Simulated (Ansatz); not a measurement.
```yaml
crystal:
  periodic: [false, false, false]
  atoms:
    - {symbol: C, position_ang: [-1.902583, 1.120634, 0.260114]}
    - {symbol: C, position_ang: [-0.639138, 1.515971, 0.194880]}
    - {symbol: O, position_ang: [0.478197, 0.742993, 0.163951]}
    - {symbol: C, position_ang: [0.319591, -0.617990, -0.037844]}
    - {symbol: C, position_ang: [1.657177, -1.220437, -0.345827]}
    - {symbol: F, position_ang: [-0.187108, -1.201402, 1.108120]}
    - {symbol: H, position_ang: [-2.678594, 1.873299, 0.249456]}
    - {symbol: H, position_ang: [-2.200032, 0.085180, 0.351480]}
    - {symbol: H, position_ang: [-0.361381, 2.562938, 0.156594]}
    - {symbol: H, position_ang: [-0.424992, -0.790848, -0.824918]}
    - {symbol: H, position_ang: [1.556337, -2.299214, -0.464887]}
    - {symbol: H, position_ang: [2.054259, -0.794541, -1.267809]}
    - {symbol: H, position_ang: [2.348664, -1.011385, 0.471391]}
basis:
  gaussian: {orbitals: aug-pcseg-2}
magnetization: {spin_polarized: true, initial_magnetization: 1}
hamiltonian: {xc: {name: B2GP-PLYP}}
scf: {lower_state_search: full}
output: {forces: true}
```

```sh
$ ansatz run in.yaml --threads 4 --pin off --events-out ev --progress --plain --max-ram 10444MiB
```

Shortened log:

```
Error: a molecule whose nuclei and cores have a total charge of 48 cannot have a net charge of 0 together with 1 unpaired electrons
```

Problem. Something in this input is off. What?

Solution. The number of unpaired electrons doesn't fit the electron count. The input was rejected before any iteration.
